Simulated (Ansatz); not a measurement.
A made-up structure of CH$_{5}$AlB, doublet:

```csv
atom,x (Å),y (Å),z (Å)
C1,-0.5316,1.0579,-0.2116
B2,0.2400,-2.0683,0.3834
Al3,0.5075,-0.1143,-0.2163
H4,-1.4487,0.8964,0.3562
H5,-0.8120,1.3062,-1.2437
H6,-0.0439,1.9624,0.1741
H7,1.8113,0.0900,-0.9705
H8,0.4606,-2.8029,1.2403
```

It is relaxed with PBE-D4/def2-SVP and then PBE0-D4/def2-TZVP (Ansatz 0.2.0). Atoms count as bonded within 1.22 times the sum of their covalent radii (H–H: 0.88 Å). The end point is not checked to be a true minimum.

Task: Does its bonding change? (A judgement: the text doesn't fix the answer.)

Result: The calculation gives: No: no bond forms or breaks.

Where it ends: The first stage lowers the energy by 2.40 eV in 8 steps. It ends as CH₅AlB ([BH][AlH][CH3]):
```csv
atom,x (Å),y (Å),z (Å)
C1,-0.6386,1.1953,-0.2291
B2,0.4385,-2.0163,0.6359
Al3,0.7102,-0.2213,-0.2991
H4,-1.5122,0.9331,0.3707
H5,-0.9845,1.4391,-1.2388
H6,-0.2071,2.1119,0.1853
H7,2.0818,-0.0481,-1.0883
H8,0.2950,-3.0663,1.1752
```

Labels in which every atom is bracketed show which atoms are joined, not bond orders.

For scale, one of the runs: PBE0-D4/def2-TZVP relaxation, 129 basis functions, launched by `ansatz run in.yaml --threads 2 --pin off --events-out ev --progress --plain --max-ram 4352MiB`. The run took about 6.5 s on 2 CPU threads of an AMD EPYC 9R45 (shared host).
